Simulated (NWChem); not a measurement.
**Which level was it?**

SiH3O has 5 atoms, charge 0, and is taken as a doublet. SMILES: `O[SiH2]`. Geometry: relaxed at GFN2-xTB. This is one conformer, not always the lowest.

```xyz
5

O     0.5573   -0.4338    0.7985
Si    0.0019    0.3419   -0.5339
H     0.7257   -1.3707    0.8148
H    -1.2448   -0.2536   -1.0008
H    -0.0401    1.7160   -0.0786
```

A calculation with NWChem 7.3.0 gave:

```
total energy  : -366.3964 Eh
dipole moment : 1.36 D
⟨S²⟩          : 0.752
largest force : 1.052 eV/Å
```

**Question.** Which of these levels gave the numbers?
A. PBE/6-31G* (spherical functions)
B. HF/def2-SVP
C. PBE0/def2-SVP
D. r2SCAN/pcseg-1

**Answer.** D. The others give -366.2240 Eh (PBE/6-31G* (spherical functions)), -366.1332 Eh (PBE0/def2-SVP), -365.3761 Eh (HF/def2-SVP).
